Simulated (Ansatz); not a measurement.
```json
{"atom": "O", "x (Å)": "0.0000", "y (Å)": "0.0000", "z (Å)": "0.4930"}
{"atom": "C", "x (Å)": "0.0000", "y (Å)": "0.0000", "z (Å)": "-0.6573"}
```

Basis set: pcseg-2 (spherical functions). Charge 0, multiplicity 3.

Computed with Ansatz (development build ahead of 0.2.0); each method stands on the lowest determinant of its kind that the runs found.

The atomization energy at this shape (free ground-state atoms in the same class of orbitals less the molecule, no zero-point energy) of triplet CO:

```json
{"method": "PBE (unrestricted)", "atomization energy": "5.84 eV"}
```

What does UHF give?

2.36 eV. Caution: another spin multiplicity may lie lower; the shape is not the minimum. Caution for UHF: the unrestricted determinant is spin contaminated.
